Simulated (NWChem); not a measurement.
Program: NWChem. System: N2, charge 2, spin multiplicity 1, at the geometry of a parent with another charge or spin, in a state set for the comparison that need not be this species' ground state. Level: CCSD(T)/def2-TZVP, 2 core orbitals frozen.

The NWChem input:

```
start mol
memory heap 100 mb stack 700 mb global 1900 mb
charge 2
geometry units angstroms nocenter noautoz
  N      0.000000     0.000000     0.556627
  N      0.000000     0.000000    -0.556627
  symmetry group D2h
end
basis spherical
  * library def2-tzvp
end
scf
  rhf
  nopen 0
  maxiter 100
  thresh 1e-7
  semidirect memsize 60000000 filesize 0
end
tce
  freeze core 2
  ccsd(t)
  2eorb
  2emet 13
  thresh 1e-6
  maxiter 100
  tilesize 24
end
task tce energy
```

Output (cleaned and shortened):

```
             Northwest Computational Chemistry Package (NWChem) 7.3.0
             --------------------------------------------------------

                                NWChem Input Module
                                -------------------

 Scaling coordinates for geometry "geometry" by  1.889725989
 (inverse scale =  0.529177249)

 Turning off AUTOSYM since
 SYMMETRY directive was detected!

                             Geometry "geometry" -> ""
                             -------------------------

 Output coordinates in angstroms (scale by  1.889725989 to convert to a.u.)

  No.       Tag          Charge          X              Y              Z
 ---- ---------------- ---------- -------------- -------------- --------------
    1 N                    7.0000     0.00000000     0.00000000     0.55662700
    2 N                    7.0000     0.00000000     0.00000000    -0.55662700

 Effective nuclear repulsion energy (a.u.)      23.2917961229

            Nuclear Dipole moment (a.u.)
            ----------------------------
        X                 Y               Z
 ---------------- ---------------- ----------------
     0.0000000000     0.0000000000     0.0000000000

      Symmetry information
      --------------------

 Group name             D2h
 Group number             26
 Group order               8
 No. of unique centers     1

      Symmetry unique atoms

     1


 Summary of "ao basis" -> "" (spherical)
 ------------------------------------------------------------------------------
       Tag                 Description            Shells   Functions and Types
 ---------------- ------------------------------  ------  ---------------------
 *                         def2-tzvp                  on all atoms

 Summary of "ao basis" -> "ao basis" (spherical)
 ------------------------------------------------------------------------------
       Tag                 Description            Shells   Functions and Types
 ---------------- ------------------------------  ------  ---------------------
 N                         def2-tzvp                11       31   5s3p2d1f

                                 NWChem SCF Module
                                 -----------------

  ao basis        = "ao basis"
  functions       =    62
  atoms           =     2
  closed shells   =     6
  open shells     =     0
  charge          =   2.00
  wavefunction    = RHF
  use symmetry    = T
  symmetry adapt  = T

 Summary of "ao basis" -> "ao basis" (spherical)
 ------------------------------------------------------------------------------
       Tag                 Description            Shells   Functions and Types
 ---------------- ------------------------------  ------  ---------------------
 N                         def2-tzvp                11       31   5s3p2d1f

      Symmetry analysis of basis
      --------------------------

        ag         14
        au          3
        b1g         3
        b1u        14
        b2g         7
        b2u         7
        b3g         7
        b3u         7

 Forming initial guess at       0.1s

      Superposition of Atomic Density Guess
      -------------------------------------

 Sum of atomic energies:        -108.62310363

 Renormalizing density from      14.00 to     12

      Non-variational initial energy
      ------------------------------

 Total energy =     -97.632719
 1-e energy   =    -165.700756
 2-e energy   =      44.776241
 HOMO         =      -1.636098
 LUMO         =      -1.520411
[...]
 -----------   ------   -------------------------------------------------------
    1 N    7     6.00   0.83  1.15  0.73  0.79  0.08  1.10  1.11  0.12  0.02  0.07  0.01
    2 N    7     6.00   0.83  1.15  0.73  0.79  0.08  1.10  1.11  0.12  0.02  0.07  0.01

       Multipole analysis of the density wrt the origin
       ------------------------------------------------

     L   x y z        total         open         nuclear
     -   - - -        -----         ----         -------
     0   0 0 0      2.000000      0.000000     14.000000

     1   1 0 0     -0.000000      0.000000      0.000000
     1   0 1 0     -0.000000      0.000000      0.000000
     1   0 0 1      0.000000      0.000000      0.000000

     2   2 0 0     -5.248195      0.000000      0.000000
     2   1 1 0     -0.000000      0.000000      0.000000
     2   1 0 1      0.000000      0.000000      0.000000
     2   0 2 0     -5.248195      0.000000      0.000000
     2   0 1 1      0.000000      0.000000      0.000000
     2   0 0 2     -0.514493      0.000000     15.490101

                   NWChem Extensible Many-Electron Theory Module
                   ---------------------------------------------


            General Information
            -------------------
      Number of processors :     1
         Wavefunction type : Restricted Hartree-Fock
          No. of electrons :    12
           Alpha electrons :     6
            Beta electrons :     6
           No. of orbitals :   124
            Alpha orbitals :    62
             Beta orbitals :    62
        Alpha frozen cores :     2
         Beta frozen cores :     2
     Alpha frozen virtuals :     0
      Beta frozen virtuals :     0
         Spin multiplicity : singlet
    Number of AO functions :    62
       Number of AO shells :    22
        Use of symmetry is : on
      Symmetry adaption is : on
         Schwarz screening : 0.10D-09

          Correlation Information
          -----------------------
          Calculation type : Coupled-cluster singles & doubles w/ perturbation
   Perturbative correction : (T)
            Max iterations :      100
        Residual threshold : 0.10D-05
     T(0) DIIS level shift : 0.00D+00
     L(0) DIIS level shift : 0.00D+00
     T(1) DIIS level shift : 0.00D+00
     L(1) DIIS level shift : 0.00D+00
     T(R) DIIS level shift : 0.00D+00
     T(I) DIIS level shift : 0.00D+00
   CC-T/L Amplitude update :  5-th order DIIS
                I/O scheme : Global Array Library
        L-threshold :  0.10D-05
        EOM-threshold :  0.10D-05
 no EOMCCSD initial starts read in
 TCE RESTART OPTIONS
 SLICE:      F
 D4D5:       F
 quantumc:   F
 qrotation:  F
 pwtce:      F
 qducc:      F
 nacto:                         0
 nrotv:                         0
 nrot:                          0

            Memory Information
            ------------------
          Available GA space size is     249032956 doubles
          Available MA space size is     104854660 doubles

 Maximum block size supplied by input
 Maximum block size        24 doubles

 tile_dim =     12

 -------------------------------------------------

 Global array virtual files algorithm will be used

 Parallel file system coherency ......... OK

 4-electron integrals stored in orbital form

 v2    file size   =           372402
 4-index algorithm nr.  13 is used
 imaxsize =       30
 imaxsize ichop =        0


CCSD iterations
 ---------------------------------------------------------
 Iter          Residuum       Correlation     Cpu    Wall
 ---------------------------------------------------------
    1   0.3208434240383  -0.4809646343639     0.3     0.3
    2   0.1656643758335  -0.3815059339760     0.3     0.3
    3   0.0899106575628  -0.4550335439285     0.3     0.3
    4   0.0649276069005  -0.4258438320335     0.3     0.3
    5   0.0327575674710  -0.4508613557345     0.3     0.3
    6   0.0080837062006  -0.4517993549935     0.3     0.3
    7   0.0044823575744  -0.4522187806314     0.3     0.3
    8   0.0030554472652  -0.4523884576277     0.3     0.3
    9   0.0022861792693  -0.4525892503228     0.3     0.3
   10   0.0017305335855  -0.4527445156534     0.3     0.3
   11   0.0002361607248  -0.4532686862457     0.3     0.3
   12   0.0001148920232  -0.4532439179664     0.3     0.3
   13   0.0000782388701  -0.4532504721941     0.3     0.3
   14   0.0000512501345  -0.4532399329564     0.3     0.3
   15   0.0000373217460  -0.4532425119523     0.3     0.3
   16   0.0000104085749  -0.4532377092440     0.3     0.3
   17   0.0000068458143  -0.4532371279410     0.4     0.4
   18   0.0000046060653  -0.4532379482126     0.4     0.4
   19   0.0000035885852  -0.4532379224317     0.3     0.3
   20   0.0000026099057  -0.4532382861787     0.3     0.3
   21   0.0000006512267  -0.4532388259882     0.3     0.3
 -----------------------------------------------------------------
 Iterations converged
 CCSD correlation energy / hartree =        -0.453238825988223
 CCSD total energy / hartree       =      -107.768399849437245

 Singles contributions

 Doubles contributions
     7ag  (alpha)     7ag  (beta ) ---     4b1u (alpha)     4b1u (beta )       -0.3444585330
     7ag  (alpha)     8b2g (beta ) ---     4b1u (alpha)     5b3u (beta )       -0.1019950026
     7ag  (alpha)     9b3g (beta ) ---     4b1u (alpha)     6b2u (beta )       -0.1019950026
     8b2g (alpha)     7ag  (beta ) ---     5b3u (alpha)     4b1u (beta )       -0.1019950026
     8b2g (alpha)     8b2g (beta ) ---     5b3u (alpha)     5b3u (beta )       -0.1301692367
     9b3g (alpha)     7ag  (beta ) ---     6b2u (alpha)     4b1u (beta )       -0.1019950026
     9b3g (alpha)     9b3g (beta ) ---     6b2u (alpha)     6b2u (beta )       -0.1301692367
 CCSD(T)
 Using plain CCSD(T) code
             total no. of tasks         1740
 total no. of tasks / no. procs         1740
                         wl_min           27           1.7
                         wl_max         1728           3.5
        thresh for no. of tasks         1740

 CCSD[T]  correction energy / hartree =        -0.050274283815443
 CCSD[T] correlation energy / hartree =        -0.503513109803666
 CCSD[T] total energy / hartree       =      -107.818674133252685
 CCSD(T)  correction energy / hartree =        -0.043349518348217
 CCSD(T) correlation energy / hartree =        -0.496588344336440
 CCSD(T) total energy / hartree       =      -107.811749367785467

 Task  times  cpu:       12.6s     wall:       12.6s

 Total times  cpu:       12.7s     wall:       12.7s
```
